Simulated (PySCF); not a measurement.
Compound: C4H6O.
InChI=1S/C4H6O/c1-3-2-4(3)5/h2,4-5H,1H3/t4-/m0/s1

Method used: EOM-IP-CCSD/aug-cc-pVDZ in PySCF, restricted Hartree–Fock reference, 5 core orbitals frozen, non-relativistic, gas phase, PBE0-D3(BJ)/def2-SVP geometry.

The vertical ionisation energies are 9.24, 9.92, 11.49, 13.05, 14.10, 14.60, 15.24, 15.73 eV.

Task: Which Hartree–Fock orbital leads each hole, and what is its Koopmans value −ε?

Result: 
```json
{"leading hole (HF orbital)": "HOMO-1", "Koopmans (eV)": "10.41", "EOM-IP-CCSD (eV)": "9.24", "change (eV)": "-1.17", "one-hole share": "0.95"}
{"leading hole (HF orbital)": "HOMO", "Koopmans (eV)": "10.00", "EOM-IP-CCSD (eV)": "9.92", "change (eV)": "-0.08", "one-hole share": "0.96"}
{"leading hole (HF orbital)": "HOMO-2", "Koopmans (eV)": "12.64", "EOM-IP-CCSD (eV)": "11.49", "change (eV)": "-1.15", "one-hole share": "0.95"}
{"leading hole (HF orbital)": "HOMO-3", "Koopmans (eV)": "14.88", "EOM-IP-CCSD (eV)": "13.05", "change (eV)": "-1.83", "one-hole share": "0.94"}
{"leading hole (HF orbital)": "HOMO-5", "Koopmans (eV)": "15.64", "EOM-IP-CCSD (eV)": "14.10", "change (eV)": "-1.54", "one-hole share": "0.95"}
{"leading hole (HF orbital)": "HOMO-4", "Koopmans (eV)": "15.61", "EOM-IP-CCSD (eV)": "14.60", "change (eV)": "-1.01", "one-hole share": "0.95"}
{"leading hole (HF orbital)": "HOMO-6", "Koopmans (eV)": "16.60", "EOM-IP-CCSD (eV)": "15.24", "change (eV)": "-1.36", "one-hole share": "0.95"}
{"leading hole (HF orbital)": "HOMO-7", "Koopmans (eV)": "17.10", "EOM-IP-CCSD (eV)": "15.73", "change (eV)": "-1.37", "one-hole share": "0.94"}
```

Task: Does the order of the lines follow the orbital energies?

Result: No: the HOMO-1 hole (9.24 eV) falls below the HOMO hole (9.92 eV); the HOMO-5 hole (14.10 eV) falls below the HOMO-4 hole (14.60 eV). The corrections run from -1.83 to -0.08 eV, with a mean of -1.19 eV over the 8 lines; no line lies above its Koopmans value.

Task: At what kinetic energies would He II light (40.81 eV) eject these electrons?

Result: 31.57 eV (HOMO-1), 30.89 eV (HOMO), 29.32 eV (HOMO-2), 27.76 eV (HOMO-3), 26.71 eV (HOMO-5), 26.21 eV (HOMO-4), 25.57 eV (HOMO-6), 25.08 eV (HOMO-7).

One root was sought for each valence orbital with −ε under 21 eV, eight at most, so deeper holes and satellites are missing; no vibrational structure.

Shape of the structure used: `[CH3:1][C:2]1=[CH:3][C@@H:4]1[OH:5]`: H–O5–C4–C3 -26°.

One conformer stands for the species.
